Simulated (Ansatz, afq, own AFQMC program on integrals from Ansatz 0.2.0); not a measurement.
**AFQMC, coupled cluster and functionals along a coordinate of AlBH, doublet**

```xyz
3

B     0.0000   -0.0920    0.3143
Al    0.0000   -0.0334   -1.8050
H     0.0000    0.1253    1.4907
```

The B1–Al2 distance is changed with both sides rigid. Energies in eV count from this geometry (2.120 Å) at the same level; the start stands on UHF, each point on the determinant named.

Basis 6-31G. Only valence electrons are correlated. Integrals, coupled cluster, full CI and functionals: Ansatz 0.2.0; the random walks run on the same integrals in our own AFQMC program. The CISD trial takes its coefficients from CCSD amplitudes. Released means that phaseless walkers are propagated on without the constraint, phases kept. Uncertainties: one standard error, sampling alone.

Cautions, each for one point or more: a spin-contaminated unrestricted determinant lies lower; a state of higher spin lies lower; an unrestricted solution with more broken spin lies lower; an unrestricted solution with more broken spin lies lower, while this determinant keeps restricted orbitals; full CI with its own frozen core; strong correlation; the determinant is a saddle point among determinants of its kind; the next higher spin lies close; unrestricted determinant slightly spin contaminated; unrestricted determinant spin contaminated.

| r(B1–Al2) / Å | det. | T1 | weight | ⟨S²⟩ | r2SCAN | B3LYP | CCSD(T) |
| --- | --- | --- | --- | --- | --- | --- | --- |
| 1.952 | ROHF | 0.040 | 0.88 | pure | 0.134§ | 0.233§ | 0.357 |
| 2.351 | UHF† | 0.036 | 0.88 | 0.80 | – | 0.040 | -0.011 |
| 2.933 | UHF† | 0.090 | 0.78 | 0.94 | 1.106 | 0.928 | 0.818 |
| 3.939 | UHF† | 0.019 | 0.88 | 0.75 | 2.316§ | 1.995 | 1.577 |
| 5.722 | UHF | 0.011 | 0.88 | 0.75 | 2.601§ | 2.265§ | 1.731 |

Q: Estimate the curve of full CI, counted from the same start.

A: 
| r(B1–Al2) / Å | det. | T1 | weight | ⟨S²⟩ | FCI | ph-AFQMC/CISD | CCSDT(Q) |
| --- | --- | --- | --- | --- | --- | --- | --- |
| 1.952 | ROHF | 0.040 | 0.88 | pure | 0.357 | 0.362 ± 0.002 | 0.357 |
| 2.351 | UHF† | 0.036 | 0.88 | 0.80 | -0.014 | -0.012 ± 0.003 | -0.014 |
| 2.933 | UHF† | 0.090 | 0.78 | 0.94 | 0.770 | 0.817 ± 0.005 | 0.769 |
| 3.939 | UHF† | 0.019 | 0.88 | 0.75 | 1.592 | 1.595 ± 0.003 | 1.591 |
| 5.722 | UHF | 0.011 | 0.88 | 0.75 | 1.752 | 1.748 ± 0.003 | 1.751 |

Weight is that of the determinant in the CISD state; at the start T1 is 0.031 and the weight 0.89, and ⟨S²⟩ is 0.76. A dagger marks points whose determinant fills other symmetries than the start's, so the wave-function levels may follow another state there, or a degenerate partner. A dash marks a missing value, a released energy that hasn't settled or a functional that sits on another state. § marks a functional whose ⟨S²⟩ is too high by over 0.1 (r2SCAN, B3LYP at the start too). Largest departures from full CI: CCSD(T) 0.049 eV at 2.933 (on UHF), ph-AFQMC/CISD 0.047 eV at 2.933 (on UHF), CCSDT(Q) -0.001 eV at 2.933 (on UHF). The functionals aren't scored here. In this small basis the wave-function levels are far from their limit, so their gap to the functionals isn't the functionals' error.

CCSDT and higher add their correlation energy to the determinant of the CCSD(T) run, since their own runs factorise the integrals more tightly (a shift of under 2 meV). A walk keeps the symmetry of its determinant, which the program's search chose and which needn't be the lowest solution, so a lower state of the same spin and another symmetry isn't excluded.
